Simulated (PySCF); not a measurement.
**Potential energy of CH along the bond**

Set-up: H def2-TZVPP, C def2-TZVPP; no relativity (PySCF 2.14). Energies in eV from H + C in their ground configurations at the same level. State: ²Π (doublet), unpaired electrons π ↑.

All columns are PBE0. A positive dipole means H(−)C(+).

```json
{"R (Å)": "0.968", "E (eV)": "-3.118", "μ (D)": "-1.75", "Mulliken charge on H (basis-dependent)": "0.13", "HOMO (eV)": "-7.44", "LUMO (eV)": "-3.82", "Mayer bond order": "0.95", "⟨S²⟩": "0.75"}
{"R (Å)": "1.012", "E (eV)": "-3.371", "μ (D)": "-1.68", "Mulliken charge on H (basis-dependent)": "0.11", "HOMO (eV)": "-7.43", "LUMO (eV)": "-3.82", "Mayer bond order": "0.95", "⟨S²⟩": "0.75"}
{"R (Å)": "1.058", "E (eV)": "-3.518", "μ (D)": "-1.61", "Mulliken charge on H (basis-dependent)": "0.11", "HOMO (eV)": "-7.43", "LUMO (eV)": "-3.82", "Mayer bond order": "0.95", "⟨S²⟩": "0.75"}
{"R (Å)": "1.091", "E (eV)": "-3.573", "μ (D)": "-1.56", "Mulliken charge on H (basis-dependent)": "0.10", "HOMO (eV)": "-7.44", "LUMO (eV)": "-3.82", "Mayer bond order": "0.95", "⟨S²⟩": "0.75"}
{"R (Å)": "1.125", "E (eV)": "-3.589", "μ (D)": "-1.50", "Mulliken charge on H (basis-dependent)": "0.09", "HOMO (eV)": "-7.44", "LUMO (eV)": "-3.83", "Mayer bond order": "0.95", "⟨S²⟩": "0.75"}
{"R (Å)": "1.159", "E (eV)": "-3.575", "μ (D)": "-1.43", "Mulliken charge on H (basis-dependent)": "0.09", "HOMO (eV)": "-7.45", "LUMO (eV)": "-3.83", "Mayer bond order": "0.95", "⟨S²⟩": "0.75"}
{"R (Å)": "1.204", "E (eV)": "-3.515", "μ (D)": "-1.35", "Mulliken charge on H (basis-dependent)": "0.08", "HOMO (eV)": "-7.46", "LUMO (eV)": "-3.84", "Mayer bond order": "0.95", "⟨S²⟩": "0.75"}
{"R (Å)": "1.260", "E (eV)": "-3.392", "μ (D)": "-1.24", "Mulliken charge on H (basis-dependent)": "0.07", "HOMO (eV)": "-7.49", "LUMO (eV)": "-3.86", "Mayer bond order": "0.96", "⟨S²⟩": "0.75"}
{"R (Å)": "1.327", "E (eV)": "-3.194", "μ (D)": "-1.10", "Mulliken charge on H (basis-dependent)": "0.06", "HOMO (eV)": "-7.52", "LUMO (eV)": "-3.89", "Mayer bond order": "0.96", "⟨S²⟩": "0.75"}
{"R (Å)": "1.417", "E (eV)": "-2.877", "μ (D)": "-0.90", "Mulliken charge on H (basis-dependent)": "0.04", "HOMO (eV)": "-7.58", "LUMO (eV)": "-3.93", "Mayer bond order": "0.97", "⟨S²⟩": "0.75"}
```

A fit through these points gives, at Re = 1.125 Å, μ = -1.50 D and dμ/dR = 1.78 D/Å; the reduced mass is 0.9297 u.

How strong is the fundamental in the double-harmonic approximation, I = 42.26·(dμ/dR)²/μred km/mol?

I = 42.26·(1.78)²/0.9297 = 144 km/mol at PBE0.

The state was picked by a PBE0 search and need not be the measured ground state.
